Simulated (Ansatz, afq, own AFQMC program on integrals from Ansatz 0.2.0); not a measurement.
Two steps: Ansatz 0.2.0 writes the Fock matrix and Cholesky factors of the valence space, and afq projects on them the lowest state that overlaps trial and start.

```yaml
crystal:
  periodic: [false, false, false]
  atoms:
    - {symbol: Si, position_ang: [0.000000, 0.000000, 0.000000]}
basis:
  gaussian: {orbitals: aug-cc-pVTZ}
magnetization: {spin_polarized: true, initial_magnetization: 2}
correlation: {method: ccsd_t, electrons: outside_noble_gas, hamiltonian_folder: ham}
```

```sh
$ ansatz run in.yaml --threads 1 --pin off --events-out ev --progress --plain --max-ram 24576MiB --backend cuda --devices 0, --max-vram 18GiB
```

Options of the walk:

```
--method phaseless --trial hf --walkers 4000 --populations 20 --least-time 40 --time-step 0.005 --steps-per-block 20 --equilibration-blocks 112 --max-blocks 4000 --target-error 0.00036 --factor-cut 1e-05 --start spin_pure --seed 3073 --taylor-order 6
```

Times are imaginary, in 1/Eh. The walk had a cap of 54 s. With eight or more populations the least sampling time is a fifth of least-time, and the error comes from their spread.

Output of the walk:

```
orbitals 45  electrons 3 1  factors 275 of 284
reference energy -288.85662776 Eh
CCSD correlation -0.07465316 Eh in 9 cycles, weight of the determinant in the CISD state 0.9319
energy of the start -288.856762 Eh
 block  time / (1/Eh)  mean weight  energy / Eh
     1     0.100  1.0002  -288.866308
     2     0.200  1.0002  -288.874514
     3     0.300  1.0004  -288.881280
     4     0.400  1.0002  -288.887193
     5     0.500  1.0003  -288.892086
     9     0.900  1.0001  -288.906680
    33     3.300  0.9999  -288.931268
    65     6.500  1.0000  -288.935215
    97     9.700  1.0001  -288.933335
   129    12.900  1.0001  -288.930238
   161    16.100  1.0001  -288.930706
   193    19.300  0.9999  -288.932306
   225    22.500  1.0002  -288.930424
   257    25.700  1.0003  -288.932236
   289    28.900  1.0002  -288.928598
   305    30.500  1.0002  -288.928504
   321    32.100  0.9996  -288.930496
error from the spread of 20 populations
energy -288.930771 +/- 0.000369 Eh
(rows thinned)
```

The run passed its tests (sampling time, drift between the halves within three errors, error under three times the target), which doesn't prove that it has relaxed, ending at its cap on processor time.

Against this walk (error 10.1 meV) on the same determinant: CCSD(T) 83.3 meV lower, CCSDT(Q) 106.3 meV lower, full CI 106.8 meV lower, a separate phaseless walk with a CISD trial and standard settings 97.2 ± 10.1 meV lower. The error is statistical and leaves out the bias of the constraint. Full CI is exact here, so the walk's 107 meV above it is the walk's own error: the bias of the constraint with this trial.

Cautions: constraint bias not in the error.

The walk took 55 s on 1 × NVIDIA H100 80GB HBM3 with 2 threads of AMD EPYC 7R13 Processor (Zen 3), with other jobs on the host (the card was shared). The log's last line is the phaseless energy.

CCSDT and higher add their correlation energy to the determinant of the CCSD(T) run, since their own runs factorise the integrals more tightly (a shift of under 2 meV). A walk keeps the symmetry of its determinant, which the program's search chose and which needn't be the lowest solution, so a lower state of the same spin and another symmetry isn't excluded.
